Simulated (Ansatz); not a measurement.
Input file:

```yaml
crystal:
  periodic: [false, false, false]
  atoms:
    - {symbol: Si, position_ang: [0.000000, 0.000000, 0.112519]}
    - {symbol: B, position_ang: [0.000000, 0.000000, -1.926037]}
    - {symbol: H, position_ang: [0.000000, 0.000000, 1.813519]}
basis:
  gaussian: {orbitals: 6-31G}
magnetization: {spin_polarized: true, initial_magnetization: 0}
hamiltonian: {xc: {name: CAM-B3LYP}}
```

```sh
$ ansatz run in.yaml --threads 1 --pin off --events-out ev --progress --plain --max-ram 2393MiB
```

(1) Roughly how long does this take on 1 thread of Arm Neoverse V2, shared host, and how much host memory?

```
  # Exact exchange under (alpha + beta erf(omega r))/r, Becke's under what is left of 1/r.
298 factors; integrals over basis functions are off by at most 1.9e-4 eV
133 factors; integrals over basis functions are off by at most 1.1e-5 eV
mean field evaluation 1: about -8560.8715 eV, gradient 2.6e0 eV
mean field evaluation 2: about -8560.9585 eV, gradient 9.9e-1 eV
mean field evaluation 4: about -8560.9852 eV, gradient 5.9e-1 eV
mean field evaluation 8: about -8560.9911 eV, gradient 2.4e-2 eV
mean field evaluation 16: about -8561.0960 eV, gradient 6.6e-1 eV
mean field evaluation 32: about -8561.0755 eV, gradient 2.0e-1 eV
mean field evaluation 64: about -8561.6065 eV, gradient 2.6e-1 eV
mean field -8561.60729796 eV, -314.6332649341 hartree, gradient 3.1e-5 eV, S^2 1.000000; 7 other end points of the search recorded, 0 dependent functions left out
reference -8561.60739132 eV, -314.6332683652 hartree; 10, 10 occupied and 14, 14 virtual orbitals, 298 factors
Total energy: -8561.60739132 eV, -314.6332683652 hartree
```

## Answers

(1) 2.7 s wall and 0.08 GiB.
